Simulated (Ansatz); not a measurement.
Input file:

```yaml
crystal:
  periodic: [false, false, false]
  atoms:
    - {symbol: Be, position_ang: [0.000000, -0.065135, 1.918334]}
    - {symbol: Mg, position_ang: [0.000000, -0.037888, -0.652743]}
    - {symbol: H, position_ang: [0.000000, 1.047951, 1.035894]}
    - {symbol: H, position_ang: [0.000000, 0.448054, -2.448143]}
basis:
  gaussian: {orbitals: "6-31G*"}
magnetization: {spin_polarized: true, initial_magnetization: 2}
hamiltonian: {xc: hf}
scf: {lower_state_search: off}
output: {forces: true, orbitals: {seedname: orbitals}}
```

```sh
$ ansatz run in.yaml --threads 1 --pin off --events-out ev --progress --plain --max-ram 2393MiB
```

Log:

```
these checks for a lower state are left out or cut short: stability, starts, cluster_reference, orbital_swaps, neighbouring_geometries, increment
340 factors; integrals over basis functions are off by at most 7.3e-4 eV
mean field evaluation 1: about -5856.1240 eV, gradient 7.8e0 eV
mean field evaluation 2: about -5856.2174 eV, gradient 8.0e0 eV
mean field evaluation 4: about -5858.1428 eV, gradient 1.9e0 eV
mean field evaluation 8: about -5858.3262 eV, gradient 1.7e-1 eV
mean field evaluation 16: about -5858.3281 eV, gradient 2.7e-6 eV
mean field -5858.32808745 eV, -215.2895862963 hartree, gradient 2.7e-6 eV, S^2 2.004915; 0 other end points of the search recorded, 0 dependent functions left out
the calculation of the forces begins
reference -5858.32808745 eV, -215.2895862963 hartree; 10, 8 occupied and 28, 30 virtual orbitals, 340 factors
Total energy: -5858.32808745 eV, -215.2895862963 hartree
Atom 0 at     0.000000    -0.065135     1.918334 Å, force     0.000000     0.092734    -0.041364 eV/Å
Atom 1 at     0.000000    -0.037888    -0.652743 Å, force     0.000000     0.244730    -1.043615 eV/Å
Atom 2 at     0.000000     1.047951     1.035894 Å, force    -0.000000    -0.077323     0.077596 eV/Å
Atom 3 at     0.000000     0.448054    -2.448143 Å, force     0.000000    -0.260141     1.007382 eV/Å
Dipole moment:    -0.000000    -0.114123     0.103519 e Å
Checks for a lower state left out: stability, starts, cluster_reference, orbital_swaps, neighbouring_geometries, increment
```

Forces (eV/Å):
```
Be   0.000  0.093 -0.041
Mg   0.000  0.245 -1.044
H    0.000 -0.077  0.078
H    0.000 -0.260  1.007
```

Ran on 1 thread of Arm Neoverse V2, shared host: 0.21 s wall, 0.07 GiB peak host memory.
